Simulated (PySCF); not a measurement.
# One shape, several levels: SiH3F (SMILES F[SiH3])

Aim: a comparison of 4 runs (PBE/STO-3G, r2SCAN/STO-3G, MP2/STO-3G, CISD/STO-3G) of SiH3F. 

Program for the calculation: PySCF 2.14.0.

9 further runs of the same task are left out: 3 that didn't finish, 6 set aside as unsound or not needed.

### Step 1. The system as given

SiH3F: 5 atoms, total charge 0, spin state singlet. SMILES: `F[SiH3]`. The Si2–H5 distance was set to 1.778 Å, away from the relaxed value.

Bond lengths: F1–Si2 1.600 Å, Si2–H3 1.482 Å, Si2–H4 1.482 Å. Angles: F1–Si2–H3 108.3°, F1–Si2–H4 108.3°, H3–Si2–H4 110.6°. A long bond or contact: Si2–H5 1.778 Å.

### Step 2. A single-point energy at PBE/STO-3G (run 1)

The input, geometry.xyz:

```xyz
5

F     -1.442050    -0.079755     0.827178
Si    -0.124150    -0.261855    -0.061522
H     -0.535250    -0.435155    -1.474522
H      0.601150    -1.460455     0.420778
H      0.880500     1.193400     0.123400
```

The input, job.py:

```python
from pyscf import gto, dft

mol = gto.Mole()
mol.atom = 'geometry.xyz'
mol.basis = 'sto-3g'
mol.verbose = 3
mol.max_memory = 1860
mol.build()

mf = dft.RKS(mol)
mf.xc = 'pbe'
mf.grids.level = 5
mf.conv_tol = 1e-10
mf.kernel()
if not mf.converged:
    mf = mf.newton().run(mf.mo_coeff, mf.mo_occ)

e_final = mf.e_tot
print('Final energy', e_final)
```

The run is started by

```sh
OMP_NUM_THREADS=1 python job.py
```

Standard output:

```text
converged SCF energy = -386.023301240103
Final energy -386.02330124010285
```

It took 3.9 s on 1 thread of Arm Neoverse N1, shared host; peak memory 0.19 GiB.

### Step 3. The energy at r2SCAN/STO-3G (run 2)

The input, run.py:

```python
from pyscf import gto, dft

molecule = gto.M(
    atom='''
F       -1.442050      -0.079755       0.827178
Si      -0.124150      -0.261855      -0.061522
H       -0.535250      -0.435155      -1.474522
H        0.601150      -1.460455       0.420778
H        0.880500       1.193400       0.123400
''',
    spin=0,
    basis='sto-3g',
    charge=0,
    max_memory=1860,
    verbose=3,
)

calc0 = dft.RKS(molecule, xc='r2scan')
calc0.grids.level = 5
calc0.conv_tol = 1e-10
calc0.kernel()
if not calc0.converged:
    calc0 = calc0.newton().run(calc0.mo_coeff, calc0.mo_occ)

e_tot = calc0.e_tot
print('Final energy', e_tot)
```

The run is started by

```sh
OMP_NUM_THREADS=1 python run.py
```

Standard output:

```text
converged SCF energy = -386.241786324374
Final energy -386.24178632437423
```

Wall time 4.8 s (1 thread of Arm Neoverse N1, shared host); peak memory 0.19 GiB.

Run 3 isn't shown in full; the table further down has it.

### Step 4. The energy at CISD/STO-3G (run 4)

The input, calc.py:

```python
from pyscf import gto, scf, ci

molecule = gto.Mole()
molecule.atom = '''
F       -1.442050      -0.079755       0.827178
Si      -0.124150      -0.261855      -0.061522
H       -0.535250      -0.435155      -1.474522
H        0.601150      -1.460455       0.420778
H        0.880500       1.193400       0.123400
'''
molecule.verbose = 3
molecule.max_memory = 1860
molecule.basis = 'sto-3g'
molecule.build()

mf = scf.RHF(molecule)
mf.conv_tol = 1e-10
mf.kernel()
if not mf.converged:
    mf = mf.newton().run(mf.mo_coeff, mf.mo_occ)

cisd = ci.CISD(mf, frozen=6)
cisd.kernel()
energy = cisd.e_tot
print('Final energy', energy)
```

The run is started by

```sh
OMP_NUM_THREADS=1 python calc.py
```

Standard output:

```text
converged SCF energy = -385.341042671795
E(RCISD) = -385.4275007163467  E_corr = -0.08645804455158324
Final energy -385.42750071634674
```

Wall time 1.1 s (1 thread of Arm Neoverse N1, shared host); peak memory 0.1 GiB.

### Step 5. The series

```
run          level  integration grid  frozen core orbitals  energy (Eh)  dipole moment (D) of the reference  HOMO energy (eV)  LUMO energy (eV)  wall time
  1     PBE/STO-3G                 5                     –  -386.023301                                0.42             -3.30              4.38      3.9 s
  2  r2SCAN/STO-3G                 5                     –  -386.241786                                0.51             -3.82              4.60      4.8 s
  3     MP2/STO-3G                 –                     6  -385.403841                                0.97             -9.48             10.11      1.1 s
  4    CISD/STO-3G                 –                     6  -385.427501                                0.97             -9.48             10.11      1.1 s
```

### Step 6. What came out

| quantity | value |
| --- | --- |
| run 4: total energy | -385.42750 Eh |
| run 4: dipole moment (Hartree–Fock density) | 0.97 D |
| run 4: HOMO energy (Hartree–Fock orbitals) | -9.48 eV |
| run 4: LUMO energy (Hartree–Fock orbitals) | 10.11 eV |
| run 4: HOMO–LUMO gap (Hartree–Fock orbitals) | 19.59 eV |
| run 4: correlation energy (6 core orbitals frozen) | -86.5 mEh |

**Reading.** Totals of different functionals can't be ranked against each other. In runs 1, 2, 3, 4 the basis is minimal, so the values are rough. All runs together took 11 s, the longest 4.8 s.
